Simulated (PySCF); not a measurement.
From one molecule to another.

First species: C4H4N2.
InChI=1S/C4H4N2/c5-3-1-2-4-6/h1-2H2

Second species: Isothiocyanic acid, CHNS.
SMILES: `N=C=S`

Levels: B97-2/pcSseg-2 for dipole moment, HOMO energy, LUMO energy and HOMO–LUMO gap; PBE0-D3(BJ)/def2-TZVP for rotational constant A and rotational constant C. Geometries: PBE0-D3(BJ)/def2-TZVP. Each structure is a single optimised conformer of the isolated species, non-relativistic unless stated. Electronic properties by PySCF.

The conformers computed, where there is a choice (atom-mapped SMILES and torsion angles):
- `[N:1]#[C:2][CH2:3][CH2:4][C:5]#[N:6]`: C2–C3–C4–C5 -179°

| property | column X | column Y |
| --- | --- | --- |
| dipole moment | 2.02 D | 0.07 D |
| HOMO energy | -7.38 eV | -9.60 eV |
| LUMO energy | -1.19 eV | -0.31 eV |
| HOMO–LUMO gap | 6.19 eV | 9.29 eV |
| rotational constant A | 1111.015 GHz | 25.776 GHz |
| rotational constant C | 5.901 GHz | 1.444 GHz |

(1) Which column belongs to which species?

(2) How does each property change from the first species to the second?

Results:

(1) Column X is the second species and column Y the first. The first has 10 atoms and 42 electrons, the second 4 and 30.

(2) dipole moment +1.95 D; HOMO energy +2.22 eV; LUMO energy -0.88 eV; HOMO–LUMO gap -3.10 eV; rotational constant A +1085.239 GHz; rotational constant C +4.457 GHz.

On the first:  Geometry: PBE0-D3(BJ)/def2-TZVP, one conformer, isolated molecule.

On the second: A dipole of 2.02 D is allowed in Cs, and pure rotational transitions are dipole-allowed. In atomic units the dipole is 0.80 e·bohr (1 au = 2.5417 D). Isolated species at its PBE0-D3(BJ)/def2-TZVP geometry, gas phase.
